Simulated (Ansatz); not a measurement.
A made-up structure of CH$_{4}$AlSi, doublet:

Al1  (-1.609, -0.215, -1.212)
C2  (0.252, -0.441, -0.801)
Si3  (0.803, 0.154, 0.701)
H4  (1.171, -0.436, 1.940)
H5  (0.959, -0.922, -1.471)
H6  (-0.116, 0.817, 1.651)
H7  (2.197, 0.083, 1.214)
(Å)

It is relaxed with PBE-D4/def2-SVP and then PBE0-D4/def2-TZVP (Ansatz 0.2.0). Atoms count as bonded within 1.22 times the sum of their covalent radii (H–H: 0.88 Å). The end point is not checked to be a true minimum.

Q: Does its bonding change? (Judge from chemistry; the calculation decides.)

A: By the calculation: No: no bond forms or breaks.

Where it ends: The first stage lowers the energy by 2.22 eV in 12 steps. It ends as CH₄AlSi ([Al][CH][SiH3]):
Al1  (-1.519, 0.044, -1.435)
C2  (0.216, -0.510, -0.661)
Si3  (0.881, 0.052, 0.972)
H4  (1.100, -1.097, 1.898)
H5  (0.881, -1.202, -1.190)
H6  (-0.082, 0.986, 1.623)
H7  (2.179, 0.769, 0.815)
(Å)

Labels in which every atom is bracketed show which atoms are joined, not bond orders.

For scale, one of the runs: PBE0-D4/def2-TZVP relaxation, 129 basis functions, launched by `ansatz run in.yaml --threads 2 --pin off --events-out ev --progress --plain --max-ram 4352MiB`. Hardware: 2 CPU threads of an Intel Xeon Platinum 8259CL, shared host. Wall time about 64 s.
